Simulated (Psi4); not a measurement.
Psi4 input (wB97X-D/6-31G*):

```
memory 1500 MB

molecule {
-1 1
C     0.04909858    1.10763595    0.28954788
C     0.03506176   -1.10688107    0.29443337
C     0.83295606   -0.00625608   -0.44256257
C    -0.69559174    0.00362713   -0.35442763
H     0.01183467    1.17045808    1.39196549
H     0.06324781    2.09009786   -0.18549049
H    -0.00296470   -1.16436125    1.39711638
H     0.03674236   -2.09152973   -0.17626532
H    -1.43800807    0.00657945   -1.14927239
symmetry c1
no_reorient
no_com
}

set {
  basis 6-31G*
  reference rks
  scf_type pk
  dft_radial_points 99
  dft_spherical_points 590
  e_convergence 1e-8
  d_convergence 1e-7
  maxiter 150
}

e = energy('wb97x-d')
print_out(f'\nFINAL {e:.10f} DIPOLE {variable("CURRENT DIPOLE")[0]:.6f} {variable("CURRENT DIPOLE")[1]:.6f} {variable("CURRENT DIPOLE")[2]:.6f}\n')
```

Task: What final total energy does it give?

Result: -155.22055 Eh.
